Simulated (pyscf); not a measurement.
Structures and frequencies: ωB97X-D3(BJ)/def2-SVP in PySCF.

Q: H₂C=CH–CH=C•–CH₃ (SMILES C=CC=[C]C) -> HC≡C–CH₃ (SMILES C#CC) + •HC=CH₂ (SMILES [CH]=C)
Surface: doublet. Broken: C–C. Formed: none. Give ΔE‡ and ΔE from ωB97M-D3(BJ)/def2-TZVP, relative to the reactant's lowest minimum found.

A: ΔE‡ = 47.3 kcal/mol, ΔE = +43.3 kcal/mol. Zero-point energy shifts the barrier by -3.9 kcal/mol. It is a bond scission, with an imaginary mode of 408i cm⁻¹. On the reactant side the descent ends in a point that may be a rotor saddle (no frequency run), 1.9 kcal/mol over the lowest minimum found and 47.7 kcal/mol under the saddle at ωB97X-D3(BJ)/def2-TZVP. At ωB97X-D3(BJ)/def2-TZVP the barrier from the zero used here is 49.6 kcal/mol. H₂C=CH–CH=C•–CH₃ lies 18.7 kcal/mol over its isomer •H₂C–C(=CH₂)–CH=CH₂ (electronic energy, ωB97M-D3(BJ)/def2-TZVP). This is the saddle that the search found; another between the same sides may lie lower.
